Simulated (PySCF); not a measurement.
Compound: pyruvamide, C₃H₅NO₂.
Atom-mapped SMILES: `[CH3:1][C:2](=[O:3])[C:4]([NH2:5])=[O:6]` (hydrogens: H7, H8, H9 on C1; H10, H11 on N5)

Cartesian coordinates in Å at the GFN2-xTB level; atoms count from 1:
```xyz
11
C3H5NO2 angstrom
C     -1.6365   -0.4711    0.2009
C     -0.2022   -0.2551    0.5430
O      0.3170   -0.5297    1.5986
C      0.6307    0.3749   -0.5912
N      1.9117    0.5464   -0.2272
O      0.1602    0.6686   -1.6682
H     -2.1746   -0.9149    1.0335
H     -1.6950   -1.1108   -0.6782
H     -2.0790    0.4842   -0.0765
H      2.1903    0.2633    0.6995
H      2.5827    0.9468   -0.8602
```

The closed-shell SCF was solved with PySCF and density fitting under several settings on one GFN2-xTB geometry (grid level 2 and gas phase unless stated).

```
                                     settings  basis functions  SCF cycles     E (Eh)  HOMO (eV)  LUMO (eV)  dipole (D)
                                PBE0/pcSseg-1              127          15  -322.1554      -7.26      -1.87        1.13
KT3/def2-SVPD, fitting basis def2-qzvpp-jkfit              166          12  -326.9861      -5.92      -3.02        1.09
```

**Question.** Estimate the rows for these settings: (1) HSE06/pcSseg-1, IEF-PCM chloroform; (2) KT3/6-31G-J, fitting basis def2-qzvpp-jkfit; (3) B3LYP/pcSseg-1, grid level 3.

**Answer.** 
```
                                   settings  basis functions  SCF cycles     E (Eh)  HOMO (eV)  LUMO (eV)  dipole (D)
         HSE06/pcSseg-1, IEF-PCM chloroform              127          15  -322.1943      -6.90      -2.22        1.40
KT3/6-31G-J, fitting basis def2-qzvpp-jkfit               92          12  -327.1973      -5.60      -2.73        1.18
               B3LYP/pcSseg-1, grid level 3              127          15  -322.5217      -7.00      -2.10        1.14
```

**Question.** Over all rows, what range does the HOMO–LUMO gap span?

**Answer.** From 2.87 eV (KT3/6-31G-J, fitting basis def2-qzvpp-jkfit) to 5.39 eV (PBE0/pcSseg-1). The functional of the narrowest has no exact exchange, that of the widest 25 % exact exchange.

**Question.** Compare two rows with the functional KT3: KT3/6-31G-J, fitting basis def2-qzvpp-jkfit and KT3/def2-SVPD, fitting basis def2-qzvpp-jkfit. Which energy is lower, and by how much?

**Answer.** KT3/6-31G-J, fitting basis def2-qzvpp-jkfit (92 functions) lies 0.2112 Eh or 133 kcal/mol below KT3/def2-SVPD, fitting basis def2-qzvpp-jkfit (166 functions). The smaller set gives the lower energy; the two sets aren't nested, so the variational bound doesn't order them by size.

Whole jobs, the steps after the SCF included, on an AMD EPYC 7R13 with one thread, no GPU, shared host:

```
                                     settings                                                                                   work after the SCF  wall time  peak memory
                                PBE0/pcSseg-1                                                                                           shieldings      7.3 s     0.60 GiB
KT3/def2-SVPD, fitting basis def2-qzvpp-jkfit                                                              1 singlet by full TDDFT, polarisability       14 s     0.51 GiB
           HSE06/pcSseg-1, IEF-PCM chloroform                                                              shieldings, charges and field gradients       13 s     0.67 GiB
  KT3/6-31G-J, fitting basis def2-qzvpp-jkfit  1 singlet by full TDDFT, 2 Tamm–Dancoff triplets, polarisability, density and orbital grids written       11 s     0.38 GiB
                 B3LYP/pcSseg-1, grid level 3                                                        shieldings, density and orbital grids written       12 s     0.60 GiB
```

Cycle counts include a coarse-grid stage where the run had one. KT3 was designed for NMR shieldings or shifts; total energies of different functionals aren't comparable. Geometry: GFN2-xTB, one conformer.
